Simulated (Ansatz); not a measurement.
Density of states of Ga (Cmcm, a = 2.738 Å, b = 7.905 Å, c = 3.314 Å, α = 90.00°, β = 90.00°, γ = 90.00°), in states per eV and primitive cell, averaged over bins of 0.4 eV. All numbers below come from DFT PBEsol, scalar-relativistic, plane waves, PAW in Ansatz.

Cutoff 420 eV; k points 16×16×14 on the computed 2-atom cell (Γ-centred); Gaussian smearing, width 0.10 eV; no spin polarisation.

The cell is relaxed at this level. The states (both spins) are summed by tetrahedra on a 24×24×21 mesh at the self-consistent density. Energies are bin centres; the table starts no lower than −8 eV and ends at 6 eV, or lower where the solved bands end.

It is a metal at this level.

```tsv
E − E_F (eV)	total	Ga 4p	Ga 4s
-7.85	0.44	0.23	0.20
-7.45	0.48	0.25	0.22
-7.05	0.51	0.26	0.24
-6.65	0.54	0.27	0.27
-6.25	0.61	0.28	0.32
-5.85	0.62	0.27	0.35
-5.45	0.55	0.25	0.30
-5.05	0.56	0.27	0.29
-4.65	0.56	0.28	0.27
-4.25	0.57	0.31	0.25
-3.85	0.59	0.34	0.24
-3.45	0.62	0.38	0.23
-3.05	0.64	0.42	0.21
-2.65	0.69	0.48	0.20
-2.25	0.65	0.48	0.16
-1.85	0.81	0.61	0.18
-1.45	0.83	0.62	0.19
-1.05	0.79	0.59	0.18
-0.65	0.67	0.50	0.15
-0.25	0.65	0.48	0.16
0.15	0.69	0.49	0.18
0.55	0.83	0.56	0.25
0.95	0.80	0.55	0.22
1.35	0.82	0.58	0.20
1.75	0.89	0.65	0.20
2.15	1.01	0.75	0.21
2.55	0.96	0.72	0.19
2.95	0.91	0.68	0.17
3.35	0.87	0.66	0.16
3.75	0.83	0.62	0.15
4.15	0.79	0.60	0.14
4.55	0.83	0.62	0.14
4.95	0.95	0.70	0.14
5.35	0.96	0.70	0.14
5.75	0.98	0.70	0.13
```

The columns after the total are the Löwdin projections on the occupied valence shells of the potentials. The rest of the total lies in shells that are empty in the free atom, which aren't projected, and between the atoms.

This form isn't the element's structure at ambient conditions.